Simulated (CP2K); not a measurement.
# [HO2]− (hydroperoxide(1-)): B3LYP/6-31G(d) (spherical functions)

Aim: the vertical ionisation energy of [HO2]− (hydroperoxide(1-)) at B3LYP/6-31G* (spherical functions), from 2 runs. 

The results are computed with CP2K 2026.2.

2 further runs of the same task are left out: 1 that didn't finish, 1 set aside as unsound or not needed.

**1. The system as given**

The species is [HO2]− (3 atoms), meant as a singlet with charge -1. As SMILES, `[O-]O`. The coordinates come from a PBE0-D4/def2-TZVPD relaxation.

Bond lengths: O1–O2 1.479 Å, O2–H3 0.961 Å. Angles: O1–O2–H3 100.1°.

**2. The energy at B3LYP/6-31G(d) (spherical functions)**

The input, mol.inp:

```
&FORCE_EVAL
   METHOD QUICKSTEP
   &DFT
      BASIS_SET_FILE_NAME ./6_31gs.basis
      POTENTIAL_FILE_NAME POTENTIAL
      CHARGE -1
      &QS
         METHOD GAPW
         EPS_DEFAULT 1.0E-10
      &END QS
      &MGRID
         CUTOFF 280
         REL_CUTOFF 50
         NGRIDS 4
      &END MGRID
      &POISSON
         PERIODIC NONE
         POISSON_SOLVER WAVELET
      &END POISSON
      &SCF
         SCF_GUESS ATOMIC
         EPS_SCF 1.0E-07
         MAX_SCF 80
         ADDED_MOS 3
         &DIAGONALIZATION
            ALGORITHM STANDARD
         &END DIAGONALIZATION
         &MIXING
            METHOD DIRECT_P_MIXING
            ALPHA 0.4
         &END MIXING
      &END SCF
      &XC
         &XC_FUNCTIONAL
            &HYB_GGA_XC_B3LYP
            &END HYB_GGA_XC_B3LYP
         &END XC_FUNCTIONAL
         &HF
            FRACTION 0.2
            &SCREENING
               EPS_SCHWARZ 1.0E-10
            &END SCREENING
            &MEMORY
               MAX_MEMORY 1050
            &END MEMORY
         &END HF
      &END XC
      &PRINT
         &MOMENTS
            PERIODIC F
            REFERENCE COM
            MAX_MOMENT 1
         &END MOMENTS
         &MO ON
            ENERGIES T
            OCCUPATION_NUMBERS T
            NDIGITS 6
            &EACH
               QS_SCF 0
            &END EACH
            ADD_LAST NUMERIC
         &END MO
         &LOWDIN ON
         &END LOWDIN
         &HIRSHFELD OFF
         &END HIRSHFELD
         &MO_MOLDEN ON
            NDIGITS 8
         &END MO_MOLDEN
      &END PRINT
   &END DFT
   &SUBSYS
      &CELL
         ABC 11.6 11.6 11.6
         PERIODIC NONE
      &END CELL
      &COORD
         O     -0.357760     1.025590    -0.080830
         O     -0.242260    -0.445880    -0.180750
         H      0.600030    -0.579720     0.261570
      &END COORD
      &TOPOLOGY
         &CENTER_COORDINATES
         &END CENTER_COORDINATES
      &END TOPOLOGY
      &KIND O
         BASIS_SET 6-31Gs
         POTENTIAL ALL
         LEBEDEV_GRID 194
         RADIAL_GRID 100
      &END KIND
      &KIND H
         BASIS_SET 6-31Gs
         POTENTIAL ALL
         LEBEDEV_GRID 194
         RADIAL_GRID 100
      &END KIND
   &END SUBSYS
&END FORCE_EVAL
&GLOBAL
   PROJECT mol
   RUN_TYPE ENERGY
   PRINT_LEVEL MEDIUM
&END GLOBAL
```

Run with:

```sh
OMP_NUM_THREADS=1 cp2k.psmp mol.inp > mol.out
```

Log:

```text
CP2K| version string:                                       CP2K version 2026.2
[...]
 GLOBAL| Method name                                                        CP2K
[...]
 GLOBAL| Run type                                                         ENERGY
[...]
 DFT| Spin restricted Kohn-Sham (RKS) calculation                            RKS
 DFT| Multiplicity                                                             1
[...]
 DFT| Charge                                                                  -1
[...]
 FUNCTIONAL| HYB_GGA_XC_B3LYP:
[...]
 QS| Method:                                                                GAPW
[...]
 QS| Density cutoff [a.u.]:                                                140.0
[...]
 QS| Relative density cutoff [a.u.]:                                        25.0
[...]
                             - Atoms:                                          3
[...]
                             - Spherical basis functions:                     30
[...]
 Number of electrons:                                                         18
[...]
     1 P_Mix/Diag. 0.40E+00    1.6     0.41368485      -155.5736253539 -1.56E+02
[...]
    15 DIIS/Diag.  0.93E-07    1.0     0.00000005      -150.8814586681  8.53E-14
  *** SCF run converged in    15 steps ***
[...]
  Overlap energy of the core charge distribution:               0.00000005163154
  Self energy of the core charge distribution:               -147.23071441460647
  Core Hamiltonian energy:                                    -12.20504528662972
  Hartree energy:                                              42.36525683211160
  Exchange-correlation energy:                                 -6.30540000770322
  Hartree-Fock Exchange energy:                                -3.40850006798341
[...]
                     Mulliken Population Analysis
 #  Atom  Element  Kind  Atomic population                           Net charge
       1     O        1          8.724210                             -0.724210
       2     O        1          8.590439                             -0.590439
       3     H        2          0.685351                              0.314649
 # Total charge                             18.000000                 -1.000000
[...]
  Dipole moment [Debye]
    X=  0.1416015E+01 Y= -0.1840348E+01 Z=  0.5655401E+00  Total=      2.3899403
 ENERGY| Total FORCE_EVAL ( QS ) energy [hartree]           -150.881458668098162
[...]
```

Run time: 17 s. Hardware: 1 thread of Arm Neoverse V2, shared host; peak memory 0.77 GiB.

**3. Doublet neutral HO2**

The input, gas.inp:

```
&global
 project_name gas
 run_type ENERGY
 print_level MEDIUM
&end

&force_eval
 method QS
 &dft
  basis_set_file_name ./6_31gs.basis
  potential_file_name POTENTIAL
  multiplicity 2
  uks T
  &qs
   method GAPW
   eps_default 1.0E-10
  &end
  &mgrid
   cutoff 280
   rel_cutoff 50
   ngrids 4
  &end
  &poisson
   periodic NONE
   poisson_solver WAVELET
  &end
  &scf
   scf_guess ATOMIC
   eps_scf 1.0E-06
   max_scf 30
   &ot
    minimizer DIIS
    preconditioner FULL_ALL
   &end
   &outer_scf
    eps_scf 1.0E-06
    max_scf 8
   &end
  &end
  &xc
   &xc_functional
    &hyb_gga_xc_b3lyp
    &end
   &end
   &hf
    fraction 0.2
    &screening
     eps_schwarz 1.0E-10
    &end
    &memory
     max_memory 1050
    &end
   &end
  &end
  &print
   &moments
    periodic F
    reference COM
    max_moment 1
   &end
   &mo_cubes
    nlumo 1
    nhomo -1
    write_cube F
   &end
   &lowdin ON
   &end
   &hirshfeld OFF
   &end
  &end
 &end
 &subsys
  &cell
   abc 11.6 11.6 11.6
   periodic NONE
  &end
  &coord
   O     -0.357760     1.025590    -0.080830
   O     -0.242260    -0.445880    -0.180750
   H      0.600030    -0.579720     0.261570
  &end
  &topology
   &center_coordinates
   &end
  &end
  &kind O
   basis_set 6-31Gs
   potential ALL
   lebedev_grid 194
   radial_grid 100
  &end
  &kind H
   basis_set 6-31Gs
   potential ALL
   lebedev_grid 194
   radial_grid 100
  &end
 &end
&end
```

Run with:

```sh
OMP_NUM_THREADS=1 cp2k.psmp -i gas.inp -o gas.out
```

Log:

```text
CP2K| version string:                                       CP2K version 2026.2
[...]
 GLOBAL| Method name                                                        CP2K
[...]
 GLOBAL| Run type                                                         ENERGY
[...]
 DFT| Spin unrestricted (spin-polarized) Kohn-Sham calculation               UKS
 DFT| Multiplicity                                                             2
[...]
 DFT| Charge                                                                   0
[...]
 FUNCTIONAL| HYB_GGA_XC_B3LYP:
[...]
 QS| Method:                                                                GAPW
[...]
 QS| Density cutoff [a.u.]:                                                140.0
[...]
 QS| Relative density cutoff [a.u.]:                                        25.0
[...]
                             - Atoms:                                          3
[...]
                             - Spherical basis functions:                     30
[...]
 Number of electrons:                                                          9
[...]
     1 OT DIIS     0.15E+00    2.2     0.23632586      -144.2108805591 -1.44E+02
[...]
    24 OT DIIS     0.15E+00    1.8     0.00000035      -150.8831393995  1.05E-10
  *** SCF run converged in    24 steps ***
[...]
  Overlap energy of the core charge distribution:               0.00000005163154
  Self energy of the core charge distribution:               -147.23071441460647
  Core Hamiltonian energy:                                    -12.79427082447651
  Hartree energy:                                              42.53779040291666
  Exchange-correlation energy:                                 -5.95842877279702
  Hartree-Fock Exchange energy:                                -3.32343227394276
[...]
                     Mulliken Population Analysis
 #  Atom  Element  Kind  Atomic population (alpha,beta) Net charge  Spin moment
       1     O        1         4.464905     3.648027    -0.112932     0.816878
       2     O        1         4.263456     4.073012    -0.336469     0.190444
       3     H        2         0.271638     0.278960     0.449401    -0.007322
 # Total charge and spin        9.000000     8.000000    -0.000000     1.000000
[...]
  Dipole moment [Debye]
    X=  0.1667199E+01 Y= -0.1001632E+01 Z=  0.7943638E+00  Total=      2.1009125
[...]
 HOMO - LUMO gap [eV] :    4.186317
 ENERGY| Total FORCE_EVAL ( QS ) energy [hartree]           -150.883139399531530
[...]
```

It took 96 s on 1 thread of Arm Neoverse V2, shared host; peak memory 0.96 GiB.

**4. Results**

At B3LYP/6-31G* (spherical functions):

```
                                                             quantity          value
                                         singlet [HO2]−: total energy  -150.88146 Eh
                                          singlet [HO2]−: HOMO energy        3.99 eV
                                          singlet [HO2]−: LUMO energy        9.07 eV
singlet [HO2]−: HOMO–LUMO gap (to an unbound level, set by the basis)        5.08 eV
                                    doublet neutral HO2: total energy  -150.88314 Eh
                                   doublet neutral HO2: dipole moment         2.10 D
              doublet neutral HO2: HOMO energy (highest over α and β)       -8.03 eV
               doublet neutral HO2: LUMO energy (lowest over α and β)       -3.85 eV
                                            doublet neutral HO2: ⟨S²⟩          0.753
                  vertical detachment energy (to the doublet neutral)      -0.046 eV
```

What this shows: The species is unbound against losing an electron at this level, by 0.05 eV (−4.4 kJ/mol); missing correlation or diffuse functions can give that sign where the real anion is bound. The HOMO (singlet [HO2]−) lies at positive energy, 3.99 eV; only total energies tell whether the electron is bound.
